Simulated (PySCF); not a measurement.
Species: C₃H₃P₂ (charge -1).
SMILES: `c1c[p-]cp1`

Method: PBE0-D3(BJ)/def2-SVP geometry optimisation, gas phase in PySCF 2.14.0.

Take the most abundant isotopes and a rigid rotor. 

Q: What are A, B and C (GHz)?

A: Ia = 76.53, Ib = 153.35, Ic = 229.89 u·Å²; 505379 MHz·u·Å²/I gives 6603, 3296 and 2198 MHz, that is A = 6.6035, B = 3.2955, C = 2.1984 GHz.

Q: Classify the top.

A: An asymmetric top. Ray's parameter κ = (2B − A − C)/(A − C) = -0.502; −1 is the prolate and +1 the oblate limit.

Q: Is it planar, by Δ = Ic − Ia − Ib?

A: Planar: Δ = Ic − Ia − Ib = 0.00 u·Å². For a rigid frame Δ = −2 Σ m c², so it vanishes when all atoms lie in the ab plane; here none is more than 0.01 Å from it.

Q: Where do the levels up to J = 3 lie, in cm⁻¹?

A: Above 0(0,0):
J = 1: 1(0,1) 0.1833, 1(1,1) 0.2936, 1(1,0) 0.3302
J = 2: 2(0,2) 0.5421, 2(1,2) 0.6235, 2(1,1) 0.7333, 2(2,1) 1.0643, 2(2,0) 1.0720
J = 3: 3(0,3) 1.0631, 3(1,3) 1.1140, 3(1,2) 1.3325, 3(2,2) 1.6141, 3(2,1) 1.6506, 3(3,1) 2.2617, 3(3,0) 2.2627
The levels of one J sum to (2J + 1)J(J + 1)(A + B + C)/3.

Q: Which lines would a microwave search look for?

A: The dipole components (about the centre of mass, as the species is charged) are |μa| = 0.00 D, |μb| = 0.60 D, |μc| = 0.00 D; the symmetry axis of this C2v structure is b, so μa and μc vanish by symmetry and there are no a-type or c-type lines. Some lines, for components of 0.1 D or more:

| type | branch | J(Ka,Kc) | MHz | lower level (cm⁻¹) |
| --- | --- | --- | --- | --- |
| b | Q | 2(1,1) ← 2(0,2) | 5733 | 0.542 |
| b | R | 2(0,2) ← 1(1,1) | 7449 | 0.294 |
| b | R | 3(0,3) ← 2(1,2) | 13178 | 0.624 |
| b | R | 4(1,3) ← 3(2,2) | 15165 | 1.614 |
| b | R | 4(0,4) ← 3(1,3) | 18576 | 1.114 |
| b | Q | 3(3,1) ← 3(2,2) | 19414 | 1.614 |
| b | R | 4(1,4) ← 3(0,3) | 20925 | 1.063 |
| b | R | 2(2,1) ← 1(1,0) | 22009 | 0.330 |
| b | R | 3(2,2) ← 2(1,1) | 26406 | 0.733 |
| b | Q | 4(4,0) ← 4(3,1) | 26454 | 3.015 |
| b | Q | 4(4,1) ← 4(3,2) | 26662 | 3.007 |
| b | R | 4(2,3) ← 3(1,2) | 30235 | 1.333 |
| b | R | 3(3,0) ← 2(2,1) | 35927 | 1.064 |

Not checked by PBE0-D3(BJ)/def2-SVP frequencies. The geometry's basis has no diffuse functions, a weakness for an anion. No vibrational averaging or centrifugal distortion is included, and the geometry carries the error of its method.
